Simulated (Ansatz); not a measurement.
Energy profile

The step: SiH₄O ([OH][SiH3]) + CH₃ → SiH₃O ([O][SiH3]) + CH₄; bonds formed: H1–C4; bonds broken: H1–O2 (atoms numbered as in the saddle structure below).

```xyz
10
angstrom
H 0.2407 -0.9040 -0.0076
O 0.6339 -0.2157 -1.1053
Si 0.1337 1.3559 -0.9413
C -0.1786 -1.3459 1.0218
H 0.7275 2.0219 0.2494
H -1.3468 1.4785 -0.8572
H 0.6264 2.0066 -2.1849
H 0.3278 -0.8124 1.8231
H -1.2542 -1.1850 1.0197
H 0.0896 -2.3999 0.9822
```

Electronic energies by CCSD(T) at an estimated basis limit (MP2 extrapolated from triple and quadruple zeta, plus CCSD(T) − MP2 in triple zeta), on PBE0-D4/def2-TZVP structures; CH7OSi, doublet; no counterpoise correction; spin–orbit coupling, which lowers free halogen atoms and radicals such as OH and SH, is left out. Program: Ansatz 0.2.0. Basis: def2-TZVPP and def2-QZVPP. Cores are frozen in the correlated methods; orbitals are unrestricted. Extrapolation: Hartree–Fock as exp(−7.88 √X), correlation as X^−2.97.

**Question.** Give the profile in kJ/mol, counted from the separated reactants. (To be estimated.)

**Answer.** The calculation gives:
| point | kJ/mol |
| --- | --- |
| separated: SiH4O (linked as [OH][SiH3]; H1, O2, Si3, H5, H6, H7; singlet) + CH3 (C4, H8, H9, H10; doublet) | 0.0 |
| start structure | -9.8 |
| saddle | 81.1 |
| end structure | 54.9 |
| separated: CH4 (H1, C4, H8, H9, H10; singlet) + SiH3O (linked as [O][SiH3]; O2, Si3, H5, H6, H7; doublet) | 60.7 |

T1 diagnostic: at most 0.023. ⟨S²⟩ of the unrestricted Hartree–Fock references: 0.76 to 0.78 (a pure state has 0.75).

Radical steps of this kind take place in plasma deposition and etching.

For scale, one of the runs: CCSD(T)/def2-TZVPP, 202 basis functions, launched by `ansatz run in.yaml --threads 4 --pin off --events-out ev --progress --plain --max-ram 9574MiB`. The run took 2.7 min on 4 CPU threads of an Arm Neoverse V1 (shared host), with 6.5 GiB of host memory at its peak.
